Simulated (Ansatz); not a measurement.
**Stretch profile**

CH3Cl (SMILES CCl), singlet, at its PBE0-D4/def2-TZVP minimum:

```xyz
5
angstrom
C -0.1209 0.0100 0.0513
Cl 1.4694 -0.2908 -0.6725
H -0.2848 -0.7154 0.8447
H -0.8800 -0.0971 -0.7201
H -0.1338 1.0197 0.4551
```

The bond length C1–H3 (1.087 Å at the minimum) is set to the values below, the two halves moving rigidly along the bond. Each method's energies count from its own value at the PBE0-D4 minimum structure. Computed with Ansatz 0.2.0 (basis: def2-TZVPP); correlated methods freeze the cores.

CCSD(T) energies along the scan:
```json
{"bond length (Å)": "0.935", "CCSD(T) (kcal/mol)": "12.19"}
{"bond length (Å)": "0.967", "CCSD(T) (kcal/mol)": "7.07"}
{"bond length (Å)": "1.014", "CCSD(T) (kcal/mol)": "2.35"}
{"bond length (Å)": "1.069", "CCSD(T) (kcal/mol)": "0.12"}
{"bond length (Å)": "1.130", "CCSD(T) (kcal/mol)": "0.70"}
{"bond length (Å)": "1.195", "CCSD(T) (kcal/mol)": "3.80"}
{"bond length (Å)": "1.264", "CCSD(T) (kcal/mol)": "8.95"}
{"bond length (Å)": "1.337", "CCSD(T) (kcal/mol)": "15.71"}
{"bond length (Å)": "1.414", "CCSD(T) (kcal/mol)": "23.63"}
```
They count from the CCSD(T) energy at the PBE0-D4 minimum.

Minimum and curvature along this coordinate at CCSD(T): A fifth-order fit through the nearest points gives 1.086 Å, with a curvature of about 34 eV/Å².

Treat the two halves as rigid bodies and work out the harmonic wavenumber of this stretch from that curvature (ν̃ = 521.5 √(k/μ) cm⁻¹ with k in eV/Å² and μ in u).

The halves weigh 49.48 and 1.01 u, so μ = 49.48 × 1.01/50.49 = 0.990 u and ν̃ = 521.5 √(34/0.990) ≈ 3100 cm⁻¹. A true normal mode mixes in other motions, so this is a guide only.

Largest difference from the CCSD(T) curve over the scan: PBE-D4 2.20; PBE0-D4 0.23; wB97M-V 0.70; HF 3.89 kcal/mol. Each curve counts from its own value at the minimum.

No T1 diagnostic of these runs exceeds 0.009.

For scale, one of the runs: CCSD(T)/def2-TZVPP, 115 basis functions (an equivalent command: `ansatz run in.yaml --threads 2`). Hardware: 2 CPU threads, shared host. Wall time about 3.9 s.
